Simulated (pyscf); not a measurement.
trimethylgallium (H₃C–Ga(CH₃)–CH₃) + H atom (H•) → methane (CH₄) + [H₃C–Ga–CH₃]•, a substitution at C (doublet surface; C–Ga broken, C–H formed). PySCF, gas phase, ωB97X-D3(BJ)/def2-SVP geometries. Energies in eV from the separated reactants.

Small-basis levels: PySCF, no dispersion term, spherical d functions. Open shells are spin-unrestricted. 

Q: In single points HF/3-21G puts the saddle at 1.69 eV and the reaction energy at -0.96 eV. Should these be trusted to within a few kcal/mol? Compare with ωB97M-D3(BJ)/def2-TZVP.

A: ωB97M-D3(BJ)/def2-TZVP gives ΔE‡ = 0.87 eV and ΔE = -1.46 eV. HF/3-21G lies 0.82 eV over it in the barrier and 0.50 eV over it in the reaction energy, so on this step it does not hold to within 0.13 eV. ωB97M-D3(BJ)/def2-TZVP has limits of its own. Abstraction by the radical was not located in this set and often lies lower. One saddle was located; it need not be the lowest between these sides. The angle at the attacked C is 165°. In the def2 sets elements up to Kr have no core potential.
